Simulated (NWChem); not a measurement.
Program: NWChem. System: N (+1), charge 1, spin multiplicity 3. Its SCF solution wasn't tested for a lower state. Level: UMP2/def2-QZVP, 1 core orbitals frozen.

Input file:

```
start mol
memory heap 200 mb stack 900 mb global 1100 mb
charge 1
geometry units angstroms nocenter noautoz
  N      0.000000     0.000000     0.000000
  symmetry group D2h
end
basis spherical
  * library def2-qzvp
end
scf
  uhf
  nopen 2
  maxiter 100
  thresh 1e-7
  semidirect memsize 60000000 filesize 0
  # guess.movecs holds the orbitals of an unrestricted PBE0 run
  vectors input guess.movecs output mol.movecs
end
mp2
  freeze core 1
end
task mp2 energy
```

Output (cleaned and shortened):

```
             Northwest Computational Chemistry Package (NWChem) 7.3.0
             --------------------------------------------------------

                                NWChem Input Module
                                -------------------

 Scaling coordinates for geometry "geometry" by  1.889725989
 (inverse scale =  0.529177249)

                             Geometry "geometry" -> ""
                             -------------------------

 Output coordinates in angstroms (scale by  1.889725989 to convert to a.u.)

  No.       Tag          Charge          X              Y              Z
 ---- ---------------- ---------- -------------- -------------- --------------
    1 N                    7.0000     0.00000000     0.00000000     0.00000000

 Effective nuclear repulsion energy (a.u.)       0.0000000000

            Nuclear Dipole moment (a.u.)
            ----------------------------
        X                 Y               Z
 ---------------- ---------------- ----------------
     0.0000000000     0.0000000000     0.0000000000

      Symmetry information
      --------------------

 Group name             D2h
 Group number             26
 Group order               8
 No. of unique centers     1

      Symmetry unique atoms

     1


 Summary of "ao basis" -> "" (spherical)
 ------------------------------------------------------------------------------
       Tag                 Description            Shells   Functions and Types
 ---------------- ------------------------------  ------  ---------------------
 *                         def2-qzvp                  on all atoms

 Summary of "ao basis" -> "ao basis" (spherical)
 ------------------------------------------------------------------------------
       Tag                 Description            Shells   Functions and Types
 ---------------- ------------------------------  ------  ---------------------
 N                         def2-qzvp                17       57   7s4p3d2f1g

                                 NWChem SCF Module
                                 -----------------

  ao basis        = "ao basis"
  functions       =    57
  atoms           =     1
  alpha electrons =     4
  beta  electrons =     2
  charge          =   1.00
  wavefunction    = UHF
  use symmetry    = T
  symmetry adapt  = T

 Summary of "ao basis" -> "ao basis" (spherical)
 ------------------------------------------------------------------------------
       Tag                 Description            Shells   Functions and Types
 ---------------- ------------------------------  ------  ---------------------
 N                         def2-qzvp                17       57   7s4p3d2f1g

      Symmetry analysis of basis
      --------------------------

        ag         16
        au          2
        b1g         5
        b1u         8
        b2g         5
        b2u         8
        b3g         5
        b3u         8

 Forming initial guess at       0.1s

   Symmetry analysis of molecular orbitals - initial alpha
   -------------------------------------------------------

  Numbering of irreducible representations:

     1 ag          2 au          3 b1g         4 b1u         5 b2g
     6 b2u         7 b3g         8 b3u

  Orbital symmetries:

     1 ag          2 ag          3 b3u         4 b1u         5 b2u
     6 b1u         7 b3u         8 ag          9 b2u        10 ag
    11 b2g        12 b3g        13 b1g        14 ag

   Symmetry analysis of molecular orbitals - initial beta
   ------------------------------------------------------

  Numbering of irreducible representations:

     1 ag          2 au          3 b1g         4 b1u         5 b2g
     6 b2u         7 b3g         8 b3u

  Orbital symmetries:

     1 ag          2 ag          3 b2u         4 b1u         5 b3u
     6 b2u         7 b1u         8 b3u         9 ag         10 ag
    11 b1g        12 b3g        13 b2g        14 ag

 Starting SCF solution at       0.1s

 ----------------------------------------------
         Quadratically convergent UHF

 Convergence threshold     :          1.000E-07
 Maximum no. of iterations :          100
 Integral*density screening:          1.000E-09
 ----------------------------------------------

              iter       energy          gnorm     gmax       time
             ----- ------------------- --------- --------- --------
                 1      -53.8909376972  5.25D-01  2.80D-01      0.5
                 2      -53.8936555214  3.31D-02  1.37D-02      0.5
                 3      -53.8937690576  7.47D-04  3.12D-04      0.6
                 4      -53.8937691300  2.01D-07  1.03D-07      0.6
                 5      -53.8937691300  3.36D-09  1.20D-09      0.7

       Final UHF  results
       ------------------

         Total SCF energy =    -53.893769130044
      One electron energy =    -70.059502041248
      Two electron energy =     16.165732911204
 Nuclear repulsion energy =      0.000000000000

                       Sz =      1.0000
                 Sz(Sz+1) =      2.0000
                      S^2 =      2.0070

        Time for solution =      0.6s

       Symmetry analysis of molecular orbitals - alpha
       -----------------------------------------------

  Numbering of irreducible representations:

     1 ag          2 au          3 b1g         4 b1u         5 b2g
     6 b2u         7 b3g         8 b3u

  Orbital symmetries:

     1 ag          2 ag          3 b1u         4 b3u         5 b2u
     6 b1u         7 b3u         8 b2u         9 ag         10 b2g
    11 ag         12 b1g        13 b3g        14 ag

       Symmetry analysis of molecular orbitals - beta
[...]
 Vector    4  Occ=1.000000D+00  E=-1.116577D+00  Symmetry=b3u
              MO Center= -1.5D-22,  7.9D-36,  7.5D-33, r^2= 5.4D-01
   Bfn.  Coefficient  Atom+Function         Bfn.  Coefficient  Atom+Function
  ----- ------------  ---------------      ----- ------------  ---------------
    11     -0.430025  1 N  px                 8      0.404861  1 N  px
    14     -0.301920  1 N  px

 Vector    5  Occ=0.000000D+00  E=-4.604894D-01  Symmetry=b2u
              MO Center= -1.1D-34,  4.3D-18, -1.7D-35, r^2= 8.3D-01
   Bfn.  Coefficient  Atom+Function         Bfn.  Coefficient  Atom+Function
  ----- ------------  ---------------      ----- ------------  ---------------
    15      0.361192  1 N  py                12      0.353598  1 N  py
     9     -0.319858  1 N  py                18      0.188813  1 N  py

 Vector    6  Occ=0.000000D+00  E= 9.051985D-03  Symmetry=b1u
              MO Center=  4.0D-32,  1.2D-36, -4.7D-21, r^2= 4.2D+00
   Bfn.  Coefficient  Atom+Function         Bfn.  Coefficient  Atom+Function
  ----- ------------  ---------------      ----- ------------  ---------------
    19      1.379135  1 N  pz                16     -0.638514  1 N  pz
    10      0.169337  1 N  pz

 Vector    7  Occ=0.000000D+00  E= 9.051985D-03  Symmetry=b3u
              MO Center= -1.9D-20,  1.1D-35, -3.6D-32, r^2= 4.2D+00
   Bfn.  Coefficient  Atom+Function         Bfn.  Coefficient  Atom+Function
  ----- ------------  ---------------      ----- ------------  ---------------
    17      1.379135  1 N  px                14     -0.638514  1 N  px
     8      0.169337  1 N  px

                     UHF Final Beta Molecular Orbital Analysis
                     -----------------------------------------

 Vector    2  Occ=1.000000D+00  E=-1.305905D+00  Symmetry=ag
              MO Center=  3.9D-20, -7.8D-19,  1.8D-18, r^2= 5.6D-01
   Bfn.  Coefficient  Atom+Function         Bfn.  Coefficient  Atom+Function
  ----- ------------  ---------------      ----- ------------  ---------------
     6      0.618291  1 N  s                  5      0.333725  1 N  s
     7      0.190700  1 N  s                  3     -0.160316  1 N  s

 Vector    3  Occ=0.000000D+00  E=-4.045784D-01  Symmetry=b2u
              MO Center= -5.1D-19, -4.6D-18,  9.8D-19, r^2= 9.4D-01
   Bfn.  Coefficient  Atom+Function         Bfn.  Coefficient  Atom+Function
  ----- ------------  ---------------      ----- ------------  ---------------
    15      0.363245  1 N  py                12      0.327033  1 N  py
     9     -0.302602  1 N  py                18      0.240370  1 N  py

 Vector    4  Occ=0.000000D+00  E=-3.273916D-01  Symmetry=b3u
              MO Center=  4.6D-20,  1.3D-22,  7.1D-19, r^2= 1.1D+00
   Bfn.  Coefficient  Atom+Function         Bfn.  Coefficient  Atom+Function
  ----- ------------  ---------------      ----- ------------  ---------------
    14      0.340187  1 N  px                17      0.322196  1 N  px
    11      0.298919  1 N  px                 8     -0.284385  1 N  px

 Vector    5  Occ=0.000000D+00  E=-3.273916D-01  Symmetry=b1u
              MO Center= -2.6D-31, -1.6D-34, -3.7D-19, r^2= 1.1D+00
   Bfn.  Coefficient  Atom+Function         Bfn.  Coefficient  Atom+Function
  ----- ------------  ---------------      ----- ------------  ---------------
    16      0.340187  1 N  pz                19      0.322196  1 N  pz
    13      0.298919  1 N  pz                10     -0.284385  1 N  pz

 center of mass
 --------------
 x =   0.00000000 y =   0.00000000 z =   0.00000000

 moments of inertia (a.u.)
 ------------------
           0.000000000000           0.000000000000           0.000000000000
           0.000000000000           0.000000000000           0.000000000000
           0.000000000000           0.000000000000           0.000000000000

  Mulliken analysis of the total density
  --------------------------------------

    Atom       Charge   Shell Charges
 -----------   ------   -------------------------------------------------------
    1 N    7     6.00   1.06  0.00  0.69  0.21  0.58  1.20  0.26  0.65  0.82  0.49  0.04  0.00  0.00  0.00  0.00  0.00  0.00

  Mulliken analysis of the alpha density
  --------------------------------------

    Atom       Charge   Shell Charges
 -----------   ------   -------------------------------------------------------
    1 N    7     4.00   0.53  0.00  0.34  0.10  0.32  0.61  0.10  0.65  0.82  0.49  0.04  0.00  0.00  0.00  0.00  0.00  0.00

   Mulliken analysis of the beta density
   -------------------------------------

    Atom       Charge   Shell Charges
 -----------   ------   -------------------------------------------------------
    1 N    7     2.00   0.53  0.00  0.34  0.10  0.26  0.59  0.16  0.00  0.00  0.00 -0.00  0.00  0.00  0.00 -0.00  0.00  0.00

   Mulliken analysis of the spin density
   -------------------------------------

    Atom       Charge   Shell Charges
 -----------   ------   -------------------------------------------------------
    1 N    7     2.00   0.00 -0.00 -0.00 -0.00  0.05  0.01 -0.07  0.65  0.82  0.49  0.04  0.00  0.00  0.00  0.00  0.00 -0.00

       Multipole analysis of the density wrt the origin
       ------------------------------------------------

     L   x y z        total         alpha         beta         nuclear
     -   - - -        -----         -----         ----         -------
     0   0 0 0      1.000000     -4.000000     -2.000000      7.000000

     1   1 0 0     -0.000000     -0.000000     -0.000000      0.000000
     1   0 1 0     -0.000000     -0.000000      0.000000      0.000000
     1   0 0 1     -0.000000      0.000000     -0.000000      0.000000

     2   2 0 0     -2.841024     -2.175601     -0.665423      0.000000
     2   1 1 0     -0.000000     -0.000000     -0.000000      0.000000
     2   1 0 1      0.000000      0.000000     -0.000000      0.000000
     2   0 2 0     -2.070919     -1.344890     -0.726029      0.000000
     2   0 1 1     -0.000000     -0.000000      0.000000      0.000000
     2   0 0 2     -2.841024     -2.175601     -0.665423      0.000000

                   NWChem MP2 Semi-direct Energy/Gradient Module
                   ---------------------------------------------

  Basis functions       =     57
  Molecular orbitals    =     57
  Frozen core           =      1
  Frozen virtuals       =      0
  Active alpha occupied =      3
  Active beta occupied  =      1
  Active alpha virtual  =     53
  Active beta virtual   =     55
  Use MO symmetry       = T
  Use skeleton AO sym   = T

  AO/Fock/Back tols     =   1.0D-09  1.0D-09  1.0D-09

 GA uses MA = F    GA memory limited = T

 Available:
  local mem=  1.26D+08
 global mem=  1.44D+08
 local disk=  0.00D+00
  mp2_memr nvloc                    53
  nvloc new                    53
   1 passes of   3:        5242880                      19764                    899239.
   1 passes of   3: M    126153450           G      144172702           F     120910570.

 Semi-direct pass number   1 of   1  for UHF alpha       at        0.9s
  vrange nnbf                  1653
  mp2_eaftype                    10  avail_ma_in_mb                  1099
 EAF : mp2_eaftype filesize          10     449619.
  mp2_eaf for mointskh                     10
Node 0 wrote      2.1 Mb in      0.0 s     Agg I/O rate:  1547.4 Mb/s
 Done moints_semi at        1.9s
  mp2_eaftype                    10  avail_ma_in_mb                  1089
 EAF : mp2_eaftype filesize          10     449619.
  mp2_eaf for kh                    10
 Done maket at        1.9s
 Done multipass loop at        1.9s

 GA uses MA = F    GA memory limited = T

 Available:
  local mem=  1.26D+08
 global mem=  1.44D+08
 local disk=  0.00D+00
  mp2_memr nvloc                    55
  nvloc new                    55
   1 passes of   1:        5242880                      11172                    314738.
   1 passes of   1: M    126153450           G      144172702           F     120910570.

 Semi-direct pass number   1 of   1  for UHF beta        at        1.9s
  vrange nnbf                  1653
  mp2_eaftype                    10  avail_ma_in_mb                  1099
 EAF : mp2_eaftype filesize          10     157369.
  mp2_eaf for mointskh                     10
Node 0 wrote      0.7 Mb in      0.0 s     Agg I/O rate:  1728.7 Mb/s
 Done moints_semi at        2.9s
  mp2_eaftype                    10  avail_ma_in_mb                  1089
 EAF : mp2_eaftype filesize          10     157369.
  mp2_eaf for kh                    10
 Done maket at        2.9s
 Done multipass loop at        2.9s

          -------------------------------------------
          SCF energy                 -53.893769130044
          Correlation energy          -0.077099183611
          Singlet pairs                0.000000000000
          Triplet pairs                0.000000000000
          Total MP2 energy           -53.970868313655
          -------------------------------------------

          ---------------------------------------------------
                    Spin Component Scaled (SCS) MP2
          Same spin pairs                     -0.013811597652
          Same spin scaling factor             0.333333333333
          Opposite spin pairs                 -0.063287585959
          Opposite spin scaling fact.          1.200000000000
          SCS-MP2 correlation energy          -0.080548969034
          Total SCS-MP2 energy               -53.974318099079
          ---------------------------------------------------

 -----------------------
 Performance information
 -----------------------

 Timer overhead =  2.60D-07 seconds/call

               Nr. of calls         CPU time (s)                 Wall time (s)                GFlops
             ---------------    -------------------     ------------------------------   -------------------
Name         Min   Avg   Max    Min     Avg     Max     Min     Avg     Max   Mx/calls   Min     Max     Sum
mp2: moin     2     2     2    1.9     1.9     1.9      1.9     1.9     1.9    0.95      0.0     0.0     0.0
mp2: make     2     2     2   1.63E-2 1.63E-2 1.63E-2  1.63E-2 1.63E-2 1.63E-2 8.17E-3   0.0     0.0     0.0
mp2: tota     1     1     1    2.2     2.2     2.2      2.2     2.2     2.2     2.2      0.0     0.0     0.0

 The average no. of pstat calls per process was 5.00D+00
 with a timing overhead of 1.30D-06s

 Task  times  cpu:        2.9s     wall:        2.9s

 Total times  cpu:        2.9s     wall:        2.9s
```
